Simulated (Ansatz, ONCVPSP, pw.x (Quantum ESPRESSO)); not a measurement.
# Equation-of-state test of one ONCV potential (scandium)

```json
{
  "Element": "scandium (Sc)",
  "Generator": "ONCVPSP 4.0.1",
  "Type": "optimised norm-conserving Vanderbilt (ONCV)",
  "Functional": "LDA (Perdew-Wang 92)",
  "Relativity": "scalar-relativistic",
  "Frozen core": "[Ne]",
  "Valence charge": "11",
  "Reference configuration": "3s2 3p6 3d1 4s2",
  "Partial waves": "3s+4s: rc 1.95 bohr, ncon 4, nbas 8, qcut 6.1 1/bohr, 2 projectors; 3p: rc 1.70 bohr, ncon 3, nbas 6, qcut 6.4 1/bohr, 2 projectors, debl 0.9 Ha; 3d: rc 1.70 bohr, ncon 3, nbas 8, qcut 9.4 1/bohr, local",
  "Local potential": "the d channel",
  "Core correction": "none"
}
```

In the p channel the program set the typed energies aside and used -1.234, 0.250 Ha.

Atomic tests: cutoffs needed: 30 Ha and 35 Ha (the cutoffs (Ha) at which the residual kinetic energy of the hardest occupied pseudo-wave falls to 1 and 0.1 mHa per electron); ghost test: no bound ghost flagged; GHOST(+) flagged for s at 380.7 eV; largest excitation error: -275 meV (all-electron minus pseudo) for 3s1 3p6 3d1 4s2, out of 4 test configurations.

Crystal test: sc Sc in pw.x 7.5, no spin, 12³ k-points, Fermi–Dirac smearing 0.01 Ry, cutoffs 85/340 Ry. The lattice is a test structure that the element need not adopt, and mesh and smearing are coarse.

pw.x input:

```
&control
  calculation='scf', prefix='x', pseudo_dir='./', outdir='./tmp', tstress=.true., disk_io='low'
/
&system
  ibrav=0, nat=1, ntyp=1, ecutwfc=85, ecutrho=340, nbnd=13,
  occupations='smearing', smearing='fd', degauss=0.01
/
&electrons
  conv_thr=1e-09, mixing_beta=0.4, electron_maxstep=70
/
ATOMIC_SPECIES
Sc 1.0 Sc.UPF
CELL_PARAMETERS angstrom
  2.85405190 0.00000000 0.00000000
  0.00000000 2.85405190 0.00000000
  0.00000000 0.00000000 2.85405190
ATOMIC_POSITIONS crystal
Sc 0.0000 0.0000 0.0000
K_POINTS automatic
12 12 12 0 0 0
```

```bash
pw.x < Sc.scf.in > Sc.scf.out
```

Task: How does the run end?

Result: It converges; the pressure is 0.41 GPa against 0.12 GPa from all-electron LAPW.  The log shows:

```
Message from routine setup:
     using ibrav=0 with symmetry is DISCOURAGED, use correct ibrav instead
     lattice parameter (alat)  =       5.3934  a.u.
     unit-cell volume          =     156.8853 (a.u.)^3
     number of electrons       =        11.00
     number of Kohn-Sham states=           13
     kinetic-energy cutoff     =      85.0000  Ry
     charge density cutoff     =     340.0000  Ry
     scf convergence threshold =      1.0E-09
     Exchange-correlation= SLA  PW   NOGX NOGC
     number of k points=    84  Fermi-Dirac smearing, width (Ry)=  0.0100
     iteration #  1     ecut=    85.00 Ry     beta= 0.40
     total energy              =     -93.74672958 Ry
     estimated scf accuracy    <       0.00239395 Ry
     iteration #  2     ecut=    85.00 Ry     beta= 0.40
     total energy              =     -93.74698579 Ry
     estimated scf accuracy    <       0.00027612 Ry
     iteration #  3     ecut=    85.00 Ry     beta= 0.40
     total energy              =     -93.74699428 Ry
     estimated scf accuracy    <       0.00006313 Ry
     iteration #  4     ecut=    85.00 Ry     beta= 0.40
     total energy              =     -93.74699530 Ry
     estimated scf accuracy    <       0.00000011 Ry
     iteration #  5     ecut=    85.00 Ry     beta= 0.40
     total energy              =     -93.74699535 Ry
     estimated scf accuracy    <       0.00000003 Ry
     iteration #  6     ecut=    85.00 Ry     beta= 0.40
     the Fermi energy is     9.6992 ev
!    total energy              =     -93.74699535 Ry
     estimated scf accuracy    <          7.6E-10 Ry
     smearing contrib. (-TS)   =      -0.01028368 Ry
     The total energy is F=E-TS. E is the sum of the following terms:
     one-electron contribution =     -39.97579384 Ry
     hartree contribution      =      21.98320700 Ry
     xc contribution           =     -12.08956650 Ry
     ewald contribution        =     -63.65455834 Ry
     convergence has been achieved in   6 iterations
          total   stress  (Ry/bohr**3)                   (kbar)     P=        4.10
```
